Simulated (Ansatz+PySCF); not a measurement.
## singlet NaCl: levels of theory in one basis

```xyz
2

Na    0.0000    0.0000   -2.1296
Cl    0.0000    0.0000    1.3780
```

Basis set: STO-3G (spherical functions). Correlated methods keep 6 orbitals frozen. Charge 0, multiplicity 1.

Computed with Ansatz (development build ahead of 0.2.0); each method stands on the lowest determinant of its kind that the runs found. NEVPT2 correlates all electrons. Active spaces start from the frontier orbitals, and the lowest solution found is given.

```json
{"method": "RHF", "E − E(RHF) (eV)": "0.00", "<S²> of the determinant": "0.00"}
{"method": "RHF-MP2", "E − E(RHF) (eV)": "-1.04", "<S²> of the determinant": "–"}
{"method": "RHF-CCSD", "E − E(RHF) (eV)": "-1.07", "<S²> of the determinant": "–"}
{"method": "RHF-CCSD(T)", "E − E(RHF) (eV)": "-1.11", "<S²> of the determinant": "–"}
{"method": "full CI (lowest root of this spin)", "E − E(RHF) (eV)": "-1.11", "<S²> of the determinant": "–"}
{"method": "SC-NEVPT2(6,6)", "E − E(RHF) (eV)": "-1.09", "<S²> of the determinant": "–"}
```

**Question.** What does CASSCF(6,6) give on the same scale?

**Answer.** -0.81 eV.

At such a shape the full CI root can have another spatial symmetry than the determinants, so the rows needn't describe one state.

**Question.** Is a single determinant a sound starting point here?

**Answer.** Only with care. Unrestricted orbitals gain 0.00 eV and <S²> is 0.00 against 0.00 for a pure state, but bonds are stretched. The CASSCF(6,6) natural occupations are 2.00, 2.00, 2.00, 0.01, 0.01, 0.01.

Caution for RHF-MP2, RHF-CCSD, RHF-CCSD(T): bonds are stretched, where a single reference can fail.
